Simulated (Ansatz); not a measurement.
α-phase Ga was calculated with HSE06-D3(BJ) (PAW; Ansatz, a quantum-chemistry and plane-wave program).

Settings: plane-wave cutoff 460 eV, 8×8×6 k mesh (along the axes of the cell as run), Fermi–Dirac smearing 0.05 eV, scalar-relativistic PAW data made under PBE.

Computed at the level's own relaxed cell.

Question: Give the computed equilibrium lattice constant a, lattice parameter b and c axis length.

Answer: 
- equilibrium lattice constant a: 4.378 Å
- lattice parameter b: 7.561 Å
- c axis length: 4.485 Å

Static lattice: no zero-point or thermal effects.

Computing time: about 100 core-minutes (a rough figure).
